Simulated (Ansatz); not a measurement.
# One shape, several levels: O3 (ozone)

Wanted: a comparison of 6 runs (HF/STO-3G, BLYP/STO-3G, PBE/STO-3G, revPBE/STO-3G, MP2/STO-3G, CCSD(T)/STO-3G) of O3 (ozone). 

The calculation is run with Ansatz 0.2.0.

38 further runs of the same task are left out: 19 that didn't finish, 19 set aside as unsound or not needed.

### Step 1. The structure to begin with

O3: 3 atoms, total charge 0, spin state singlet. As SMILES, `O=[O+][O-]`. The O3–O2 distance was set to 1.547 Å, away from the relaxed value.

Bond lengths: O1–O2 1.238 Å, O2–O3 1.547 Å. Angles: O1–O2–O3 118.4°.

### Step 2. The energy at HF/STO-3G (run 1)

input.yaml

```yaml
crystal:
  periodic: [false, false, false]
  atoms:
    - {symbol: O, position_ang: [0.946416, -0.828647, 0.432173]}
    - {symbol: O, position_ang: [-0.131184, -0.610347, -0.136727]}
    - {symbol: O, position_ang: [-0.619800, 0.853500, -0.250100]}
basis:
  gaussian:
    orbitals: STO-3G
hamiltonian:
  xc: hf
accuracy: high
```

The run is started by

```sh
$ ansatz run input.yaml --threads 1 --pin off --max-ram 2610MiB --events-out events.jsonl --progress --plain --runs-dir runs
```

The log of the run:

```text
Warning: RAYON_NUM_THREADS=1 ignored (pool sized by the plan → 1); use --threads N
Functional definition: HF
  name "HF"
  exchange = exact_x
  correlation = 0
250 factors; integrals over basis functions are off by at most 4.0e-8 eV
mean field evaluation 1: about -6009.3495 eV, gradient 5.3e1 eV
mean field evaluation 2: about -6009.4788 eV, gradient 5.3e1 eV
mean field evaluation 4: about -6018.3173 eV, gradient 2.3e1 eV
mean field evaluation 8: about -6020.6978 eV, gradient 8.5e-1 eV
mean field evaluation 16: about -6020.6828 eV, gradient 6.4e-9 eV
mean field evaluation 32: about -6020.6812 eV, gradient 3.8e-1 eV
mean field evaluation 64: about -6005.9198 eV, gradient 2.9e1 eV
mean field evaluation 96: about -6020.6821 eV, gradient 3.7e-1 eV
mean field -6020.68277412 eV, -221.2560109837 hartree, gradient 1.8e-8 eV, S^2 0.000000; 0 other end points of the search recorded, 0 dependent functions left out
reference -6020.68277412 eV, -221.2560109837 hartree; 12, 12 occupied and 3, 3 virtual orbitals, 250 factors
Total energy: -6020.68277412 eV, -221.2560109837 hartree
```

It took 0.1 s on 1 thread of Arm Neoverse V1, shared host.

### Step 3. The energy at BLYP/STO-3G (run 2)

run.yaml

```yaml
basis:
  gaussian:
    orbitals: STO-3G
crystal:
  periodic: [false, false, false]
  atoms:
    - {symbol: O, position_ang: [0.946416, -0.828647, 0.432173]}
    - {symbol: O, position_ang: [-0.131184, -0.610347, -0.136727]}
    - {symbol: O, position_ang: [-0.619800, 0.853500, -0.250100]}
hamiltonian:
  xc: {name: BLYP}
accuracy: high
```

The run is started by

```sh
$ ansatz run run.yaml --threads 1 --pin off --max-ram 2610MiB --events-out events.jsonl --progress --plain --runs-dir runs
```

The log of the run:

```text
Warning: RAYON_NUM_THREADS=1 ignored (pool sized by the plan → 1); use --threads N
Functional definition: BLYP
  name "BLYP"
  parameter beta = 0.0042
  parameter a = 0.04918
  parameter b = 0.132
  parameter c = 0.2533
  parameter d = 0.349
  exchange = b88_x(beta = beta)
  correlation = lyp_c(a = a, b = b, c = c, d = d)
250 factors; integrals over basis functions are off by at most 4.0e-8 eV
mean field evaluation 1: about -6037.6779 eV, gradient 5.9e1 eV
mean field evaluation 2: about -5833.8866 eV, gradient 1.0e2 eV
mean field evaluation 4: about -5993.6241 eV, gradient 1.0e2 eV
mean field evaluation 8: about -6049.2597 eV, gradient 2.5e-1 eV
mean field evaluation 16: about -6049.2600 eV, gradient 1.0e-8 eV
mean field evaluation 32: about -6031.2998 eV, gradient 5.0e1 eV
mean field -6049.25999540 eV, -222.3062044953 hartree, gradient 1.0e-8 eV, S^2 0.000000; 3 other end points of the search recorded, 0 dependent functions left out
reference -6049.26001675 eV, -222.3062052800 hartree; 12, 12 occupied and 3, 3 virtual orbitals, 250 factors
Total energy: -6049.26001675 eV, -222.3062052800 hartree
```

Wall time 1.2 s (1 thread of Arm Neoverse V1, shared host).

Runs 3 to 5 aren't shown in full; the table further down has their settings and results.

### Step 4. A single-point energy at CCSD(T)/STO-3G (run 6)

input.yaml

```yaml
basis:
  gaussian:
    orbitals: STO-3G
crystal:
  periodic: [false, false, false]
  atoms:
    - {symbol: O, position_ang: [0.946416, -0.828647, 0.432173]}
    - {symbol: O, position_ang: [-0.131184, -0.610347, -0.136727]}
    - {symbol: O, position_ang: [-0.619800, 0.853500, -0.250100]}
correlation:
  method: ccsd_t
  frozen_orbitals: {O: 1}
accuracy: high
scf:
  omitted_lower_state_checks: [cluster_reference, increment]
```

The run is started by

```sh
$ ansatz run input.yaml --threads 1 --pin off --max-ram 2610MiB --events-out events.jsonl --progress --plain --runs-dir runs
```

The log of the run:

```text
Warning: RAYON_NUM_THREADS=1 ignored (pool sized by the plan → 1); use --threads N
[... 14 lines left out ...]
3 core orbitals not correlated: weight in the atoms' cores, before any rotation towards them, 1.000 or more for the frozen orbitals, at most 0.000 for the correlated occupied ones
[... 39 lines left out ...]
Total energy: -6028.68502607 eV, -221.5500883185 hartree
Checks for a lower state left out: cluster_reference, increment
```

Run time: 0.28 s. Hardware: 1 thread of Arm Neoverse V1, shared host.

### Step 5. Overview of the runs

```tsv
run	level	frozen core orbitals	energy (Eh)	wall time
1	HF/STO-3G	–	-221.256011	0.1 s
2	BLYP/STO-3G	–	-222.306205	1.2 s
3	PBE/STO-3G	–	-222.147080	1.1 s
4	revPBE/STO-3G	–	-222.328872	1.1 s
5	MP2/STO-3G	3	-221.436564	0.24 s
6	CCSD(T)/STO-3G	3	-221.550088	0.28 s
```

### Step 6. Outcome

```
                                          quantity          value
                               run 6: total energy  -221.55009 Eh
run 6: correlation energy (3 core orbitals frozen)     -294.1 mEh
                             run 6: (T) correction     -46.70 mEh
                              run 6: T1 diagnostic          0.123
```

In words: Below the HF energy at the same shape and in the same basis (STO-3G): MP2 -180.6 mEh; CCSD(T) -294.1 mEh. Totals of different functionals can't be ranked against each other. In run 6 the T1 diagnostic is large, so a single reference may not serve. In runs 5, 6 the log says that unrestricted orbitals would lower the reference, so the values rest on an unstable closed-shell determinant (other closed-shell runs at this shape may share the fault). In runs 1, 2, 3, 4, 5, 6 the basis is minimal, so the values are rough. All runs together took 4 s, the longest 1.2 s.
